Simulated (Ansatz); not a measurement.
Two isomers of C6H10: A = `C=CC(=C)CC`, B = `C#CC(C)(C)C`.

Program: Ansatz. Geometries: PBE0-D4/def2-TZVP. ΔE: electronic, gas phase. CCSD(T)/CBS adds triple-zeta CCSD(T) − MP2 to the extrapolated MP2 energy (def2 sets, frozen cores). DFT in def2-TZVPP. B3LYP here is the variant with VWN-RPA as its local correlation; programs differ in this. One conformer a species, not always the lowest.

Problem. Which isomer does CCSD(T)/CBS put lower? Give the gap. (Best estimate.)

Solution. The calculation gave: A, by 12.5 kcal/mol.

Problem. Give E(B) − E(A) in kcal/mol with PBE0-D4, B3LYP-D4, B2PLYP, BLYP-D4, ωB97M-V, CCSD(T)/def2-TZVPP, LDA (SPW92). (Estimate.)

Solution. Computed: PBE0-D4 15.8, B3LYP-D4 16.4, B2PLYP 13.4, BLYP-D4 17.2, ωB97M-V 12.7, CCSD(T)/def2-TZVPP 12.3, LDA (SPW92) 16.6. None reverses the order clearly.

Problem. Does the order hold for the free energy at 298.15 K (harmonic terms from PBE0-D4)? (An estimate is asked.)

Solution. The calculation gave: Yes: G(B) − G(A) = +12.2 kcal/mol, for one conformer each.

Largest T1 diagnostic: 0.010.

In def2-TZVPP, CCSD(T) changes the Hartree–Fock value by −1.4 kcal/mol (the triples alone add +0.4 kcal/mol) and MP2 by −4.9 kcal/mol. From PBE to PBE0 (25 % exact exchange), in def2-TZVPP and without D4, E(B) − E(A) moves by −1.0 kcal/mol.
